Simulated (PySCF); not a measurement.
Stepwise substitution at one centre (C Cl-H). Isolated molecules, 0 K electronic values unless said otherwise. Strings in code marks are SMILES.

The S1 excitation (TDA) from two functionals at the same geometries (PBE0-D4/def2-TZVP), both in PySCF: PBE-D3(BJ)/def2-TZVP and B3LYP-D3(BJ)/def2-TZVP. B3LYP has the VWN-RPA correlation part, as in Gaussian. Excitations are Tamm–Dancoff values on a coarser integration grid. The basis has no diffuse functions, so Rydberg states are missing or too high.

```tsv
species	PBE-D3(BJ)/def2-TZVP (eV)	B3LYP-D3(BJ)/def2-TZVP (eV)
0 of 4 Cl replaced by H (`ClC(Cl)(Cl)Cl`)	5.22	5.87
1 of 4 Cl replaced by H (`ClC(Cl)Cl`)	5.74	6.30
2 of 4 Cl replaced by H	6.38	6.86
3 of 4 Cl replaced by H (`CCl`)	7.13	7.39
```

Over these rows, drawn at random from the members with no instability flagged (it was tested for open shells, ions and some series alone), PBE minus B3LYP-D3(BJ): mean -0.49 eV, from -0.66 eV to -0.26 eV.
